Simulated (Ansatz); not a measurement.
# BH4+ (singlet): wave-function methods side by side at distance B1–H3 = 1.091 Å, cc-pVDZ

One table from this session's results is given with a row withheld; the runs are named, their logs left out.

Program: Ansatz 0.2.0, Gaussian basis. Level of theory: cc-pVDZ, core rule «outside noble gas», up to 1 orbitals frozen. These are calculated values, not measurements.

Plan: UHF; CCSD(T) on RHF; BCCD(T) on RHF; CISD; CCSDT(Q) on RHF; CASSCF and MRCISD+Q, 2 electrons in 2 orbitals; CASSCF and NEVPT2, 2 electrons in 2 orbitals; CASSCF and MRCISD+Q, 6 electrons in 8 orbitals; CASSCF and NEVPT2, 6 electrons in 8 orbitals; Full CI.

21 further runs of the same task are left out: 1 for a mislabelled method, 15 that didn't finish, 5 set aside as unsound or not needed.

**What is computed**

The geometry derives from a PBE0/def2-TZVP stationary point (not a proven minimum). One bond is set to the value named and the two fragments are kept rigid.

5 atoms, charge 1, spin multiplicity 1.

Atoms are counted from 1 here; the program's logs count them from 0.

Bond lengths: B1–H2 1.210 Å, B1–H3 1.091 Å, B1–H4 1.210 Å, B1–H5 1.210 Å. Angles: H2–B1–H3 90.0°, H2–B1–H4 90.0°, H2–B1–H5 180.0°, H3–B1–H4 180.0°, H3–B1–H5 90.0°, H4–B1–H5 90.0°.

The first run:

Input file in.yaml:

```yaml
crystal:
  periodic: [false, false, false]
  atoms:
    - {symbol: B, position_ang: [-0.000143, -0.005684, 0.005759]}
    - {symbol: H, position_ang: [-0.015726, 0.855741, 0.855593]}
    - {symbol: H, position_ang: [-0.019366, -0.771952, 0.782126]}
    - {symbol: H, position_ang: [0.021180, 0.844284, -0.855411]}
    - {symbol: H, position_ang: [0.015440, -0.867109, -0.844075]}
basis:
  gaussian: {orbitals: cc-pVDZ}
total_charge: 1
magnetization: {spin_polarized: true, initial_magnetization: 0}
hamiltonian: {xc: hf}
output: {orbitals: {seedname: orbitals}}
```

On the command line:

```console
$ ansatz run in.yaml --threads 1 --pin off --events-out ev --progress --plain --max-ram 2393MiB
```

Steps of the session up to this table: UHF; CCSD(T) on RHF; BCCD(T) on RHF; CISD; CCSDT(Q) on RHF; CASSCF and MRCISD+Q, 2 electrons in 2 orbitals; CASSCF and NEVPT2, 2 electrons in 2 orbitals; CASSCF and MRCISD+Q, 6 electrons in 8 orbitals; CASSCF and NEVPT2, 6 electrons in 8 orbitals; Full CI.

One of the session's tables, all rows but one given; the rest of the session is left out.

```
          method  from FCI (kcal/mol)
             RHF               +84.47
            RMP2               +18.09
            CISD                +4.74
           RCCSD                    ?
        RCCSD(T)                +0.44
         BCCD(T)                +0.44
          RCCSDT                +0.11
       RCCSDT(Q)                +0.02
     CASSCF pair               +71.54
     NEVPT2 pair               +16.25
     MRCISD pair                +3.37
   MRCISD+Q pair                -0.49
  CASSCF valence               +39.32
  NEVPT2 valence               +10.76
  MRCISD valence                +1.26
MRCISD+Q valence                +0.14
             FCI                    0
```

**Question.** Estimate the row for RCCSD.

The run gave: from FCI (kcal/mol): +2.06. In the column «from FCI (kcal/mol)» it lies between MRCISD valence (+1.26) and MRCISD pair (+3.37).

Among the levels timed on like hardware and quicker than the yardstick, those that no quicker one beats, quickest first: NEVPT2 pair (0.24 s, +16.25 kcal/mol); BCCD(T) (0.3 s, +0.44 kcal/mol); RCCSDT(Q) (1.5 s, +0.02 kcal/mol). Runs this short are mostly start-up, so their order is noise.

Caveats from the session: The yardstick is full CI for this spin, exact in this basis with these frozen cores. MRCISD+Q pair falls below full CI: the +Q correction isn't variational, and the cores differ from full CI's. Of the multireference levels listed MRCISD+Q valence comes nearest in total energy (+0.14 kcal/mol), which doesn't show that its space is the better one.
